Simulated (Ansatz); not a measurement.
# Relaxing TiSn₂

All numbers below come from DFT PBE, scalar-relativistic, plane waves, PAW (Ansatz). Cutoff 420 eV, Γ-centred k mesh, Gaussian smearing, no spin polarisation in the final step.

The start puts TiSn₂ on the CaC2 structure type (I4/mmm, No. 139), with Ti in place of Ca, Sn in place of C, at a guessed volume.

```
Ti Sn
1.0
    -2.19603    2.19603    3.60172
     2.19603   -2.19603    3.60172
     2.19603    2.19603   -3.60172
Ti Sn
1 2
Direct
  0.00000 0.00000 0.00000
  0.59300 0.59300 0.00000
  0.40700 0.40700 0.00000
```

Cell and atoms relax at zero pressure; the relaxation can't lower the symmetry of the start. After a coarse first stage the cell is made exact in the group found at 0.06 Å.

The zero of energy is the elements' standard structures at the same level; no fitted shifts are applied.

Question: What does it relax into?

Answer: It keeps I4/mmm (No. 139), but not the shape of the type it started on. The result has the MoSi2 (C11b) structure. Conventional cell: a = 3.661 Å, c = 9.625 Å. Around Ti lie 8 Sn at 3.00 Å, 2 Sn at 3.30 Å and 4 Ti at 3.66 Å; around Sn lie 4 Ti at 3.00 Å, 5 Sn at 3.03–3.14 Å, 1 Ti at 3.30 Å and 4 Sn at 3.66 Å.

```xyz
3
Lattice="-1.8303 1.8303 4.8126 1.8303 -1.8303 4.8126 1.8303 1.8303 -4.8126" Properties=species:S:1:pos:R:3 pbc="T T T"
Ti    0.0000    0.0000    0.0000
Sn    0.0000    0.0000    6.3264
Sn    0.0000    0.0000    3.2988
```

Question: What are its volume, energy, density and gap?

Answer: The volume per atom is 21.50 Å³ and the density is 7.35 g/cm³. The energy over the elements is -0.11 eV/atom and the gap on the 18×18×18 mesh is 0 eV (a metal).

The final run used a 18×18×18 mesh on its 3-atom cell and 0.10 eV smearing. The k mesh leaves about 4 meV/atom of noise in metals. Symmetry constrained the relaxation, so the result can be a saddle point.

Cost: 3 runs of about 4.6 core-minutes in all, on Arm Neoverse V2 (shared hosts).